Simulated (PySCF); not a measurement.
Atoms are numbered as in `[CH3:1][PH:2]([CH3:3])=[S:4]`. Each H is labelled by its parent atom.

- geometry: PBE0-D3(BJ)/def2-TZVP
- shieldings: GIAO B97-2/pcSseg-2
- run in PySCF
- non-relativistic Hamiltonian, single conformer, in vacuum, fast rotation and ring inversion assumed for equivalent nuclei

Chemical shifts δ = σref − σ; ¹³C (σref 185.38), ¹H (σref 31.64) vs TMS; ³¹P (σref 317.21) vs H3PO4; ³³S (σref 517.10) against CS2, all at this level.

| atoms | nucleus | count | δ (ppm) |
| --- | --- | --- | --- |
| H(P2) | ¹H | 1 | ? |
| C1/C3 | ¹³C | 2 | 22.4 |
| S4 | ³³S | 1 | ? |
| H(C1)/H(C3) | ¹H | 6 | 1.44 |
| P2 | ³¹P | 1 | -2.5 |

**Question.** Estimate the values marked ?.

**Answer.** 
- H(P2): 7.35 ppm, hydrogen on a phosphorus bonded to 2 C, S
- S4: -227 ppm, sulfur bonded to P

Shifts are as computed. Against solution values, carbons near 30 ppm lie about +3 ppm off and those near 130 ppm about +7 ppm. Of 1211 compounds with measured shifts, 218 miss one by over three times the rms of a fit or turn the order of signals round; such compounds aren't used in these exercises. Experimental scales use liquid or dissolved standards, which lie at an offset from isolated H3PO4.
